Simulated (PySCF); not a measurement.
Compound: 1,4-dioxin, C₄H₄O₂.
Numbering: `[CH:1]1=[CH:2][O:3][CH:4]=[CH:5][O:6]1` (hydrogens: H7 on C1; H8 on C2; H9 on C4; H10 on C5)

Structure optimised with GFN2-xTB, isolated species.

Task: Give the optimised bond lengths and angles.

Result: 
```
                  bond  length (Å)
          C1=C2, C4=C5       1.321
C1–O6 and 3 like bonds       1.387
C1–H7 and 3 like bonds       1.075
```

Bonds in one row agree within 0.01 Å and their mean is given. A selection of angles:
```
   angle  degrees
C2–C1–O6    124.1
C2–C1–H7    123.6
O6–C1–H7    112.2
C2–O3–C4    111.7
```

Torsions: O6–C1–C2–O3 0° (synperiplanar); C1–C2–O3–C4 0° (synperiplanar); C2–O3–C4–C5 0° (synperiplanar); O3–C4–C5–O6 0° (synperiplanar); C4–C5–O6–C1 0° (synperiplanar); C2–C1–O6–C5 0° (synperiplanar).

The 6 heavy atoms lie in one plane (0.001 Å rms). O3 (cyclic ether oxygen) is bent (angle 111.7°). The 6-membered ring C1–C2–O3–C4–C5–O6 has internal angles of 111.7° to 124.1° (sum 720°, against 720° for a flat polygon); it is planar, 0.00 Å rms from its mean plane, widest ring torsion 0°. All 4 C–O bonds measure 1.386 to 1.387 Å.

Point group: D2h (tolerance 0.08 Å). No frequency check.

These are computed values.
